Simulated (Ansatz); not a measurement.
```yaml
crystal:
  periodic: [false, false, false]
  atoms:
    - {symbol: Ge, position_ang: [0.000000, 0.000000, -1.540130]}
    - {symbol: N, position_ang: [0.000000, 0.000000, 0.185948]}
    - {symbol: N, position_ang: [0.000000, 0.000000, 1.354182]}
basis:
  gaussian: {orbitals: def2-TZVP}
hamiltonian: {xc: pbe0}
relax: {f_tol: 0.004, max_steps: 80}
```

```sh
$ ansatz run in.yaml --threads 1 --pin off --events-out ev --progress --plain --max-ram 2176MiB
```

Steps of the relaxation (energy above the last step; positions in Å, forces in eV/Å):

```
3
step 1, 323.6 meV
Ge    0.000    0.000   -1.540    0.000    0.000   -3.214
N     0.000    0.000    0.186    0.000    0.000    5.804
N     0.000    0.000    1.354    0.000    0.000   -2.591
```

```
3
step 2, 135.6 meV
Ge    0.000    0.000   -1.570    0.000    0.000   -1.978
N     0.000    0.000    0.213    0.000    0.000    3.044
N     0.000    0.000    1.358    0.000    0.000   -1.066
```

```
3
step 3, 10.6 meV
Ge    0.000    0.000   -1.632    0.000    0.000   -0.428
N     0.000    0.000    0.252    0.000    0.000    0.792
N     0.000    0.000    1.381    0.000    0.000   -0.364
```

```
3
step 5, 0.4 meV
Ge    0.000    0.000   -1.662    0.000    0.000    0.028
N     0.000    0.000    0.268    0.000    0.000    0.287
N     0.000    0.000    1.393    0.000    0.000   -0.314
```

```
3
step 6, 0.0 meV
Ge    0.000    0.000   -1.661    0.000    0.000    0.000
N     0.000    0.000    0.269    0.000    0.000    0.000
N     0.000    0.000    1.392    0.000    0.000    0.000
```

Close pairs at the end: N2–N3 1.122 Å, Ge1–N2 1.930 Å.

A stationary point of restricted PBE0 after 6 steps (its stability towards spin polarisation wasn't tested); no frequencies were run, so it isn't proven a minimum. 9.5 s on 1 thread of Intel Xeon 6975P-C, shared host.
